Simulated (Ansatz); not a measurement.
We consider fcc Cu, described by r²SCAN (Ansatz, a program for electronic structure, plane waves, PAW).

Numerical settings: plane-wave cutoff 500 eV, 4×4×4 k mesh, Fermi–Dirac smearing 0.1 eV, cell of 108 sites, scalar-relativistic PAW data made under PBE.

What does this level give for the vacancy formation energy and vacancy formation energy before relaxation?


vacancy formation energy: 1.18 eV
vacancy formation energy before relaxation: 1.21 eV

Measured, for comparison: vacancy formation energy 1.35 ± 0.07 eV (midpoint of the printed range, monovacancy, our sources range from 1.05 to 1.35; as tabulated in Mehl and Papaconstantopoulos (1996), arXiv:mtrl-th/9602003). Computed (rounded) less measured: vacancy formation energy not scored (sources differ).

Note: energies are extrapolated to zero smearing, and mesh and cell size move such values by some hundredths of an eV or more.
